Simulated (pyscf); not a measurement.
**Four-centre exchange: `[BH]=[NH]` + `[FH]` → `[BH]=[NH]` + `[FH]`**

Gas phase, singlet surface, charge 0. Bonds broken: N2–H6, H4–F5. Bonds formed: N2–H4, F5–H6. Structures and frequencies: ωB97X-D3(BJ)/def2-SVP in PySCF. MP2 and CC: frozen core, UHF for open shells. ΔMP2 is the change of the MP2 total energy from the triple- to the quadruple-zeta basis.

Transition state (Å):

```xyz
6

B     -0.6883    -1.1986     0.5213
N     -1.0891    -0.1040     0.0343
H     -0.3122    -2.2249     0.9778
H     -1.9017     0.8123    -0.0386
F     -1.7725     1.7921    -0.8189
H     -0.9478     0.8437    -0.7317
```

One imaginary mode, 2291i cm⁻¹; descent along it reached the two sides named, in the forms told below.

| bond | change | reactant side (Å) | saddle | product side |
|---|---|---|---|---|
| N2–H6 | breaks | 1.001 | 1.227 | 1.963 |
| H4–F5 | breaks | 0.934 | 1.259 | 3.4 |
| N2–H4 | forms | 1.962 | 1.227 | 1.001 |
| F5–H6 | forms | 3.4 | 1.260 | 0.934 |

Electronic energies relative to the separated reactants (eV):

```
level                             barrier  reaction energy  reverse barrier
--------------------------------  -------  ---------------  ---------------
ωB97X-D3(BJ)/def2-TZVP               1.89             0.00             1.89
PBE/def2-TZVP                        1.48             0.00             1.48
r²SCAN/def2-TZVP                     1.63             0.00             1.63
B3LYP-D3(BJ)/def2-TZVP               1.79             0.00             1.79
PBE0-D3(BJ)/def2-TZVP                1.72             0.00             1.72
M06-2X/def2-TZVP                     1.86             0.00             1.86
ωB97M-D3(BJ)/def2-TZVP               1.86             0.00             1.86
HF/def2-TZVP                         2.67             0.00             2.67
MP2/def2-QZVPP                       1.99             0.00             1.99
CCSD/def2-TZVPP                      2.20             0.00             2.20
CCSD(T)/def2-TZVPP                   2.07             0.00             2.07
CCSD(T)/def2-TZVPP + ΔMP2(QZVPP)     2.07             0.00             2.07
```

With CCSD(T)/def2-TZVPP + ΔMP2(QZVPP) energies and thermal terms (ideal gas, 1 atm, RRHO with modes under 100 cm⁻¹ raised to 100, one conformer, R ln 2 for chiral ones without a mode under 150 cm⁻¹), in eV:

```
T (K)   ΔH‡   ΔG‡    ΔH    ΔG
-----  ----  ----  ----  ----
298    1.91  2.27  0.00  0.00
600    1.89  2.65  0.00  0.00
900    1.88  3.04  0.00  0.00
1200   1.89  3.42  0.00  0.00
```

On the reactant side the descent ends in a complex, 0.25 eV under the separated species and 2.15 eV under the saddle at ωB97X-D3(BJ)/def2-TZVP. On the product side the descent ends in a complex, 0.25 eV under the separated species and 2.15 eV under the saddle at ωB97X-D3(BJ)/def2-TZVP. The same reactants have a lower exit, to H₂N–BH–F (barrier +0.29 eV at ωB97M-D3(BJ), against +1.86 eV here). This is the saddle that the search found; another between the same sides may lie lower. The CCSD(T) − MP2 part came from Ansatz, without density fitting, on the same reference.
